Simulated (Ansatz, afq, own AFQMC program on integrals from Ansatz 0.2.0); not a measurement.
HO, doublet: energetics from AFQMC and coupled cluster

```xyz
2

O     0.0000    0.0000    0.0000
H     0.0000    0.0000    0.9731
```

Geometry: a PBE0/def2-TZVP stationary point, not shown to be a minimum. Basis cc-pVDZ. Noble-gas cores (and the filled d shells of Ga–Kr and In–Xe) are frozen. Integrals, coupled cluster, full CI and functionals: Ansatz 0.2.0; the random walks run on the same integrals in our own AFQMC program. ph-AFQMC/CISD is guided by a CISD state made of CCSD amplitudes; releasing the constraint for a short imaginary time cuts its bias at the price of noise, slowly where states lie close. Error bars are statistical, one sigma.

Best estimates are CCSD(T) at the basis-set limit (def2-TZVPP/QZVPP) plus the step from CCSD(T) to the highest rung at hand in cc-pVDZ, named in the table (released AFQMC can keep some 10 meV of bias). No zero-point, core-correlation or spin–orbit terms. Other levels are in cc-pVDZ, the functionals in def2-TZVP; a dash marks a level that is missing or breaks spin symmetry for a member.

Cautions: HO (doublet): full CI with its own frozen core; HO⁺ (triplet): lower spins were not checked, full CI with its own frozen core; row 1: this needn't be the first ionization.

```csv
process,r2SCAN (kcal/mol)
"to charge +1, triplet (vertical)",301.6
to free atoms,106.9
```

Task: From these values, estimate the best estimates.

Result: 
```tsv
process	best estimate (kcal/mol)	highest rung
to charge +1, triplet (vertical)	302.2	FCI
to free atoms	107.4	FCI
```

Errors against the best estimates in kcal/mol, in the same order:

| level | error, 1 | error, 2 |
| --- | --- | --- |
| MP2 | -16.9 | -13.6 |
| CCSD(T) | -18.7 | -13.2 |
| ph-AFQMC/CISD | -18.6 ± 0.07 | -13.1 ± 0.06 |
| CCSD(T)/CBS | -0.2 | -0.1 |
| PBE | 2.5 | 0.8 |
| r2SCAN | -0.6 | -0.5 |
| PBE0 | -1.7 | -3.3 |
| B3LYP | 3.9 | -0.9 |
| wB97M-V | -1.5 | -1.5 |
| B2PLYP | -1.5 | -3.4 |

Cost at the first geometry: PBE0/cc-pVDZ, 0.4 s on 1 thread of Arm Neoverse N1, on a shared host; ROCCSD(T)/cc-pVDZ, 0.48 s on 1 thread of Arm Neoverse N1, with other jobs on the host; CCSDT(Q), 3.4 s on 1 thread of Arm Neoverse N1, on a shared host; ph-AFQMC/CISD with release, 3.6 min on 1 thread of Arm Neoverse N1 (shared host).

Best estimates are given only where the step beyond CCSD(T) is under 0.3 eV and no member's determinant is very poor (T1 over 0.05, or 0.07 for open shells, ⟨S²⟩ too high by 0.3, two states mixed), so the hardest cases are missing from such tables.

The functionals ran in a triple-zeta set and keep a basis error of their own, a few kJ/mol for each bond in atomization energies and more for double hybrids, so close places among them and the extrapolated levels can swap.

CCSDT and higher add their correlation energy to the determinant of the CCSD(T) run, since their own runs factorise the integrals more tightly (a shift of under 2 meV). Each member of a difference takes its own highest rung, so a best estimate needn't equal the limit plus the step of one row. A walk keeps the symmetry of its determinant, which the program's search chose and which needn't be the lowest solution, so a lower state of the same spin and another symmetry isn't excluded.
